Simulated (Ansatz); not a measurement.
# Relaxing CsSn2N3

The calculation used DFT PBE, scalar-relativistic, plane waves, PAW in Ansatz. Cutoff 420 eV, Γ-centred k mesh, Gaussian smearing, no spin polarisation in the final step.

CsSn2N3 was placed on the sites of a reported ScCo3B2 cell (P6/mmm, No. 191), with Cs in place of Sc, Sn in place of B, N in place of Co, at a guessed volume.

```
Cs Sn N
1.0
     6.03598    0.00000    0.00000
    -3.01799    5.22731    0.00000
     0.00000    0.00000    3.67542
Cs Sn N
1 2 3
Direct
  0.00000 0.00000 0.00000
  0.33333 0.66667 0.00000
  0.66667 0.33333 0.00000
  0.50000 0.00000 0.50000
  0.50000 0.50000 0.50000
  0.00000 0.50000 0.50000
```

Cell and atoms relax at zero pressure; the relaxation can't lower the symmetry of the start. After a coarse first stage the cell is made exact in the group found at 0.06 Å.

Energies over the elements count from the elements' standard structures at the same level (N₂ as a molecule), with no empirical corrections.

(1) What does it relax into?

(2) What are its volume, energy, density and gap?

Results:

(1) It keeps P6/mmm (No. 191). Conventional cell: a = 6.051 Å, c = 3.062 Å. Cs has 2 Cs at 3.06 Å, 12 N at 3.39 Å and 6 Sn at 3.49 Å; Sn has 6 N at 2.32 Å; N has 4 Sn at 2.32 Å.

Space group P6/mmm (No. 191). a = 6.051 Å, b = 6.051 Å, c = 3.062 Å, α = 90.00°, β = 90.00°, γ = 120.00°
| atom | site | symmetry | x | y | z |
| --- | --- | --- | --- | --- | --- |
| Cs | 1a | 6/mmm | 0.0000 | 0.0000 | 0.0000 |
| Sn | 2c | -6m2 | 0.3333 | 0.6667 | 0.0000 |
| N | 3g | mmm | 0.5000 | 0.0000 | 0.5000 |

(2) The volume per atom is 16.18 Å³ and the density is 7.05 g/cm³. The energy over the elements is 0.71 eV/atom and the gap on the 6×6×12 mesh is 0 eV (a metal).

The final run used a 6×6×12 mesh on its 6-atom cell and 0.10 eV smearing. The k mesh leaves about 4 meV/atom of noise in metals. Symmetry constrained the relaxation, so the result can be a saddle point.

Cost: 3 runs of about 1.4 core-minutes in all, on Arm Neoverse V1 (shared hosts).